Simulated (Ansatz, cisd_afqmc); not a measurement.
System: SiO, charge 1, doublet. SiO+ (parent SMILES [O+]#[Si-], doublet).
B3LYP-D3(BJ)/def2-TZVP minimum from Ansatz (an electronic-structure program):
```xyz
2

Si     0.0000     0.0000    -0.5538
O      0.0000     0.0000     0.9691
```
Charge +1, spin multiplicity 2.

Total energies in cc-pV(D+d)Z, 9 correlated electrons, 6 frozen orbitals. UHF or UKS for unpaired electrons; spin-orbit terms are left out. Cores are frozen in correlated methods. No relativity. The Monte Carlo rows (phaseless AFQMC, CISD trial, step 0.005/hartree) carry one-sigma bars that omit the constraint's bias. Outlying blocks are dropped, and bars are widened where a walk drifts. Over all cases where full CI ran beside it in this data, AFQMC minus full CI had a median of +0.1 mEh and passed +0.4 mEh in a tenth of the cases. The UHF reference of OSi+ (parent SMILES [O+]#[Si-], doublet) is spin-contaminated (<S^2> up to 0.05 over the pure value in the sets run). The determinant of OSi+ (parent SMILES [O+]#[Si-], doublet) is a saddle point of the SCF energy; a lower one exists, which strains HF and MP2.

```csv
method,program,energy (Eh),minus CCSDTQ (mEh)
HF,Ansatz,-363.41805,264.54
MP2,Ansatz,-363.63815,44.44
CCSD,Ansatz,-363.66859,14.00
CCSD(T),Ansatz,-363.67877,3.82
CCSDT(Q),Ansatz,-363.68337,-0.78
CCSDTQ,Ansatz,-363.68259,0.00
AFQMC/CISD,cisd_afqmc,-363.6794 ± 0.0004,3.2 ± 0.4
```

Rough core times of Ansatz's runs on a shared machine: CCSD(T) under 20 s, CCSDT(Q) under 20 s, CCSDTQ 6 min.
